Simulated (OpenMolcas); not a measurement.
## How methods differ on BN (boron nitride)

The species is BN (2 atoms), meant as a triplet with charge 0. As SMILES, `B#N`. The coordinates come from a GFN2-xTB relaxation.

```
atom   x (Å)   y (Å)   z (Å)
   B  0.0000  0.0000  0.0000
   N  0.0000  0.0000  1.2684
```

Each level gives the energy change with the B1–N2 bond stretched from 1.268 to 1.644 Å (eV). The values are calculated.

| level | kind | program | value (eV) | less FCI/STO-3G |
| --- | --- | --- | --- | --- |
| CASPT2(4,4)/STO-3G | multireference | OpenMolcas | 1.40 | +0.38 |
| CASSCF(4,4)/STO-3G | multireference | OpenMolcas | 1.03 | +0.01 |
| MRCI(4,4)/STO-3G | multireference | OpenMolcas | 1.37 | +0.35 |
| SC-NEVPT2(4,4)/STO-3G | multireference | OpenMolcas | 1.49 | +0.47 |
| FCI/STO-3G | exact in the basis | OpenMolcas | 1.02 | 0.00 |

FCI/STO-3G is exact within its basis and frozen core, so for wave-function methods in that basis the difference is their error. The first shape isn't each level's own minimum. The values span 1.02 to 1.49 eV. All rows use very small basis sets, so even the best lies far from the true value.
